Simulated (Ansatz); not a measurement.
Process, species as SMILES: C=CCl + 3 [H][H] (H2) → 2 C (CH4) + Cl (HCl)
B3LYP-D3(BJ)/def2-TZVP geometries, fixed; electronic energies without zero-point terms.

Basis-set convergence of the energy of full hydrogenation at PBE0 with Ansatz (a first-principles code). Cartesian d functions, on some or all atoms, in 6-31+G*, 6-311G**; all else is spherical. The program fits the integrals of some runs and decomposes those of others, by size. No added dispersion term, no relativity. Functions are those of the species that has most. Reference: the value in aug-pcseg-3, -80.42 kcal/mol, itself unsure by roughly 0.02 kcal/mol (its mean distance from aug-cc-pV(Q+d)Z, def2-QZVPPD, pcseg-3). Deviations are taken from unrounded values.

```csv
basis,functions,energy of full hydrogenation (kcal/mol),minus reference (kcal/mol)
pcseg-0,37,-86.40,-5.99
6-31+G*,67,-80.82,-0.40
6-311G**,81,-82.11,-1.70
aug-cc-pV(D+d)Z,105,-83.09,-2.67
jun-cc-pV(T+d)Z,168,-80.75,-0.33
cc-pV(Q+d)Z,264,-80.45,-0.03
def2-QZVPP,274,-80.40,0.01
def2-QZVPPD,304,-80.46,-0.04
aug-cc-pV(Q+d)Z,387,-80.44,-0.02
```

The smallest set listed that lies within 2 kcal/mol of the reference with all its larger relatives (same family, alike in diffuse functions; a set with none counts only in the reference's own line) is 6-31+G* (67 functions, -0.40 kcal/mol off). Inside, with no larger relative to test it: 6-311G**, cc-pV(Q+d)Z, def2-QZVPP, def2-QZVPPD. (Relatives not listed, tested too: 6-311+G** -1.00, 6-311++G(2d,2p) -1.19, 6-311++G(3df,3pd) 0.02, aug-cc-pV(T+d)Z -0.27 kcal/mol.)
